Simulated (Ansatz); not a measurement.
methylamine cation (CH₅N), SMILES CN (connectivity only; charge and spin as stated), charge +1, multiplicity 2. Atoms are numbered in the order given.

```xyz
7

C     -0.7123    -0.0265     0.0000
N      0.6981    -0.0047     0.0000
H     -1.0957    -0.4804     0.9145
H     -1.0957    -0.4804    -0.9145
H     -1.0648     1.0318     0.0000
H      1.2330     0.0288     0.8685
H      1.2330     0.0288    -0.8685
```
Charge +1, spin multiplicity 2.

Coordinates come from a B3LYP-D3(BJ)/def2-TZVP optimisation. The spin state was assumed, not searched.

Two levels are set side by side: PBE-D3(BJ)/def2-TZVP (Ansatz, a first-principles code) and B3LYP-D3(BJ)/def2-TZVP (Ansatz). Each level has its own optimised geometry; the coordinates shown are those of the second. Differences are taken from unrounded values.

```
quantity              B3LYP-D3(BJ)
--------------------  ------------
mean bond length (Å)         1.125
bond C1–N2 (Å)               1.411
bond C1–H3 (Å)               1.091
bond C1–H4 (Å)               1.091
bond C1–H5 (Å)               1.115
bond N2–H6 (Å)               1.021
bond N2–H7 (Å)               1.021
```

Q: What does PBE-D3(BJ) give, and how far is it from B3LYP-D3(BJ)? (An estimate is asked for; the answer gives what the named calculation found.)

A: 
```tsv
quantity	PBE-D3(BJ)	PBE-D3(BJ) minus B3LYP-D3(BJ)
mean bond length (Å)	1.131	0.007
bond C1–N2 (Å)	1.403	-0.007
bond C1–H3 (Å)	1.100	0.010
bond C1–H4 (Å)	1.100	0.010
bond C1–H5 (Å)	1.129	0.014
bond N2–H6 (Å)	1.027	0.007
bond N2–H7 (Å)	1.027	0.007
```

GGA bonds tend to be longer and softer than those of functionals with exact exchange. Differences between two approximate levels are no errors against the true value.
